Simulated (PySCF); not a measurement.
A structure optimised at PBE0-D3(BJ)/def2-SVP (Å):
```
atom  x, y, z in Å
O1    -0.308   -1.284    0.644
Re2   -0.015    0.133   -0.216
F3     1.513    0.623    0.800
F4    -1.091    1.232    0.898
F5     0.317    1.748   -1.200
F6    -1.487   -0.086   -1.395
F7     1.119   -0.683   -1.501
```

Charge -1 and doublet state.

**Question.** Read off the bonds between heavy atoms and their formal orders.

**Answer.** O1–Re2 1.68 Å (double); Re2–F3 1.90 Å (single); Re2–F4 1.90 Å (single); Re2–F5 1.92 Å (single); Re2–F6 1.90 Å (single); Re2–F7 1.90 Å (single). The orders are those of one drawing; other resonance forms can be drawn.

**Question.** Which species is it?

**Answer.** `[O]=[Re-]([F])([F])([F])([F])[F]`, [F5ORe]-, [ReOF5]-.

**Question.** What is the point group of this geometry?

**Answer.** C4v (every atom within 0.08 Å of its image).

**Question.** Describe the place of each heavy atom.

**Answer.** O1: oxygen bonded to Re; Re2: rhenium bonded to 5 F and O; F3/F4/F6/F7: fluorine bonded to Re; F5: fluorine bonded to Re.

**Question.** What is the arrangement about Re2?

**Answer.** It has 6 neighbours (O1, F3, F4, F5, F6, F7) and is distorted octahedral (the three widest angles are 179.9°, 170.3° and 169.9°, the others run from 84.9° to 95.1°).

These are computed values.
